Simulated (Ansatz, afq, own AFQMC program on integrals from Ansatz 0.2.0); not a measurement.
## CH2N, sextet: AFQMC among the cluster methods

```xyz
4

N     0.0000    0.0000    0.5481
C     0.0000    0.0000   -0.8171
H     0.0000    0.8633    1.0602
H     0.0000   -0.8633    1.0602
```

Connectivity, by distances: NH2–C.

Basis cc-pVDZ. Only valence electrons are correlated. AFQMC by an in-house program on the Cholesky factors that Ansatz 0.2.0 writes for its CCSD(T) run. ph-AFQMC/CISD is guided by a CISD state made of CCSD amplitudes; releasing the constraint for a short imaginary time cuts its bias at the price of noise, slowly where states lie close. Error bars are statistical, one sigma.

Determinant: UHF, the one that the program's search chose, which needn't be the lowest solution. The geometry is a PBE0/def2-TZVP stationary point of this or a neighbouring charge and spin state.

No full CI on the walks' own integrals is used here; CCSDT(Q) serves as the reference and is uncertain by about the last step of the cluster series.

Cautions: another spin lies lower (by 11.39 eV); the released energies have errors that jump between times, so the bars are unsure, so no released level is given (meV from the phaseless value at times in 1/Eh: -18 ± 17 at 0.24, -0.5 ± 1.9 at 0.51, -3.4 ± 1.4 at 0.99, -0.5 ± 1.8 at 1.62, -3.3 ± 1.8 at 2.40), though the last usable value meets CCSDT(Q) within the noise.

```
T1 diagnostic                               : 0.0127
weight of the determinant in the CISD state : 0.924
⟨S²⟩ of the determinant                     : 8.758
size of the correlated space                : 11 electrons in 36 orbitals
```

Reference: CCSDT(Q), correlation energy -5.957 eV.

```csv
level,E − E(reference) (kJ/mol),share of correlation (%)
HF,574.7,0.00
MP2,84.4,85.31
CCSD,14.8,97.42
CCSD(T),2.4,99.58
CCSDT,0.7,99.87
ph-AFQMC/HF,-1.7 ± 2.3,100.29
ph-AFQMC/CISD,0.3 ± 0.2,99.95
```

A walk keeps the symmetry of its determinant, which the program's search chose and which needn't be the lowest solution, so a lower state of the same spin and another symmetry isn't excluded.
